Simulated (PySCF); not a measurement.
C₂H₇Al.
Atom-mapped SMILES: `[CH3:1][CH2:2][AlH2:3]` (hydrogens: H4, H5, H6 on C1; H7, H8 on C2; H9, H10 on Al3)

Jobs on this species (10 atoms, 32 electrons) with PySCF (density fitting). Hardware of each: one thread of an Arm Neoverse V1, no GPU (shared host). Times come from a shared host and carry two figures at best. Peak memory is the resident size of the whole Python process, interpreter and libraries included.

| level and settings | work | basis functions | SCF cycles | wall time | peak memory |
| --- | --- | --- | --- | --- | --- |
| delta-SCF UKS PBE0, pcX-2 on the ionised atom, pcseg-1 elsewhere, spin-free X2C | ΔSCF core ionisation, 4 holes | 123 | ? | ? | ? |
| delta-SCF UKS B3LYP, pcX-2 on the ionised atom, pcseg-1 elsewhere, spin-free X2C | ΔSCF core ionisation, 4 holes | 123 | ? | ? | ? |
| delta-SCF UKS SCAN, pcX-2 on the ionised atom, pcseg-1 elsewhere, non-relativistic | ΔSCF core ionisation, 4 holes | 123 | 54 | 12 s | 0.46 GiB |
| delta-SCF UKS HF, pcX-2 on the ionised atom, pcseg-1 elsewhere, spin-free X2C | ΔSCF core ionisation, 4 holes | 123 | 47 | 4.8 s | 0.46 GiB |
| delta-SCF UKS SCAN, pcX-2 on the ionised atom, pcseg-1 elsewhere, spin-free X2C | ΔSCF core ionisation, 4 holes | 123 | 54 | 12 s | 0.42 GiB |
| PBE0-D3(BJ)/def2-SVP, grid level 1 | geometry optimisation from a GFN2-xTB start shaken at random | 81 | 37 | 9.9 s | 0.34 GiB |
| delta-SCF UKS SCAN, def2-TZVP on the ionised atom, pcseg-1 elsewhere, spin-free X2C | ΔSCF core ionisation, 4 holes | 100 | 54 | 11 s | 0.46 GiB |
| delta-SCF UKS SCAN, pcX-1 on the ionised atom, pcseg-1 elsewhere, spin-free X2C | ΔSCF core ionisation, 4 holes | 103 | 54 | 9.3 s | 0.46 GiB |
| delta-SCF UKS PBE, pcX-2 on the ionised atom, pcseg-1 elsewhere, spin-free X2C | ΔSCF core ionisation, 4 holes | 123 | 52 | 7.2 s | 0.46 GiB |

Question: Fill in the missing figures.

Answer: 
- delta-SCF UKS PBE0, pcX-2 on the ionised atom, pcseg-1 elsewhere, spin-free X2C; ΔSCF core ionisation, 4 holes: 11 s, 0.46 GiB, 49 SCF cycles
- delta-SCF UKS B3LYP, pcX-2 on the ionised atom, pcseg-1 elsewhere, spin-free X2C; ΔSCF core ionisation, 4 holes: 11 s, 0.46 GiB, 49 SCF cycles

Question: What do all jobs in the table cost together?

Answer: About 88 s; the longest takes about 14 % of that, and about 2.5 times as long as the shortest.
